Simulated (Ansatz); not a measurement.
Relaxation of CH₅Al (7 atoms, charge 0, multiplicity 1), to a largest force component of 0.03 eV/Å in at most 50 steps.

Method: RKS PBE0-D4/6-31G* in Ansatz.

```xyz
7
Properties=species:S:1:pos:R:3:forces:R:3
Al 0.320 0.007 0.024 0.37 -0.01 0.55
C 1.055 -0.034 1.824 -0.87 -0.16 1.00
H 0.492 -0.217 2.745 -0.02 0.00 0.04
H 1.857 -0.780 1.755 0.00 -0.02 -0.01
H 1.567 0.933 1.932 0.03 0.03 -0.05
H 1.802 0.153 -0.417 0.44 0.16 -1.60
H -1.073 -0.062 -0.746 0.05 0.00 0.06
```

Problem. Where does it end, and by what steps?

Solution. It converged. After 6 steps the energy has fallen by 0.611 eV; H6 moved furthest, 0.72 Å.

```
step  energy less start (eV)  largest force component (eV/Å)  accepted
   0                  0.0000                           1.600       yes
   1                 -0.3117                           0.748       yes
   2                 -0.4645                           0.328       yes
   3                 -0.5807                           0.284       yes
   4                 -0.5688                           0.615        no
   5                 -0.6076                           0.077       yes
   6                 -0.6106                           0.011       yes
```

```xyz
7
Properties=species:S:1:pos:R:3
Al 0.565 0.029 -0.001
C 1.086 -0.032 1.887
H 0.246 -0.213 2.565
H 1.835 -0.816 2.062
H 1.562 0.911 2.190
H 1.687 0.208 -1.126
H -0.961 -0.088 -0.461
```

Whether the end is a true minimum wasn't checked by a vibrational analysis.

Run time: 7.7 s on 1 thread of Intel(R) Xeon(R) Platinum 8488C (Sapphire Rapids), on a shared host, peak memory 0.11 GiB.
